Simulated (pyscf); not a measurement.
Thermochemistry of product channels of `[CH3][SiH]` [singlet] + `[CH3]` [doublet] on the doublet surface, in kcal/mol, from CCSD(T)/def2-TZVPP + ΔMP2(QZVPP) energies (ideal gas, 1 atm, RRHO with modes under 100 cm⁻¹ raised to 100, one conformer, R ln 2 for rigid chiral ones). Structures and frequencies: ωB97X-D3(BJ)/def2-SVP in PySCF. Correlated levels are frozen-core, on RHF or UHF. ΔMP2 is the change of the MP2 total energy from the triple- to the quadruple-zeta basis.

```json
[
 {"products": "`[CH3][SiH][CH3]` [doublet]", "ΔE": "[?]", "ΔH(298 K)": "-63.6", "ΔG(900 K)": "-31.6", "ΔG(1200 K)": "-21.2"},
 {"products": "`[CH3][CH2][SiH2]` [doublet]", "ΔE": "-56.6", "ΔH(298 K)": "-52.5", "ΔG(900 K)": "-18.6", "ΔG(1200 K)": "-7.4"}
]
```

Task: Fill in the missing entries.

Result: 
- `[CH3][SiH][CH3]` [doublet], ΔE: -68.0

These are energies of the channels, which say nothing of barriers. The CCSD(T) − MP2 part came from Ansatz, without density fitting, on the same reference.
